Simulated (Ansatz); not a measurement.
Two structures of Si₂H₇F, closed shell, reached by relaxing down either side of one saddle point (PBE0-D4/def2-TZVP). Energies are electronic, without zero-point energy. Ansatz 0.2.0; basis: def2-TZVPP and def2-QZVPP; cores frozen in the correlated methods. Extrapolation: Hartree–Fock as exp(−7.88 √X), correlation as X^−2.97. First:

```xyz
10
angstrom
Si -1.3952 0.9198 -1.3654
F -0.1950 1.9433 -1.0986
H -1.4705 0.6590 -2.8219
H -2.6510 1.5359 -0.8770
H -1.1116 -0.3343 -0.6280
H 1.5359 0.4530 0.8840
Si 1.3660 -0.9425 1.3580
H 0.0716 -1.0693 2.0752
H 1.3741 -1.8667 0.1954
H 2.4758 -1.2983 2.2783
```

Second:

```xyz
10
angstrom
Si -1.1605 -0.1346 -0.7149
F 1.1080 2.4238 -0.3600
H -0.5755 0.2002 -2.0371
H -1.8441 1.0515 -0.1415
H -2.1471 -1.2359 -0.8805
H 1.3695 1.6974 0.1527
Si 0.5125 -0.8840 0.7418
H -0.0430 -1.2268 2.0766
H 1.2282 -2.0626 0.1880
H 1.5519 0.1711 0.9748
```

Task: Which bonds change from the first to the second?

Result: SiH₃F ([F][SiH3]) + SiH₄ → Si₂H₆ ([SiH3][SiH3]) + HF; bonds formed: Si1–Si7, F2–H6; bonds broken: Si1–F2, H6–Si7.

Task: Give the saddle point's structure and its height above each. (Judge from chemistry; the value comes from the calculation.)

Result: The calculation gives: 2.991 eV above the first and 1.747 eV above the second (CCSD(T) at an estimated basis limit (MP2 extrapolated from triple and quadruple zeta, plus CCSD(T) − MP2 in triple zeta)).
```
10
angstrom
Si -0.8561 0.4213 -0.7622
F 0.4231 1.8904 -0.5807
H -0.6034 0.4071 -2.2174
H -1.9170 1.3003 -0.2298
H -1.3872 -0.9644 -0.4918
H 0.6694 0.9015 0.0373
Si 0.7779 -0.7280 0.8499
H -0.2152 -1.0472 1.9033
H 1.0639 -1.9061 -0.0035
H 2.0446 -0.2749 1.4948
```

No T1 diagnostic of these runs exceeds 0.015. The start structure is not quite a true minimum (one mode of 38i cm⁻¹).

Labels in which every atom is bracketed show which atoms are joined, not bond orders.

For scale, one of the runs: CCSD(T)/def2-TZVPP, 213 basis functions, launched by `ansatz run in.yaml --threads 4 --pin off --events-out ev --progress --plain --max-ram 9574MiB`. Time: 17 s of wall clock on 4 CPU threads of a Oxide Virtual Turin-like; the host was shared. Peak host memory: 2.8 GiB.
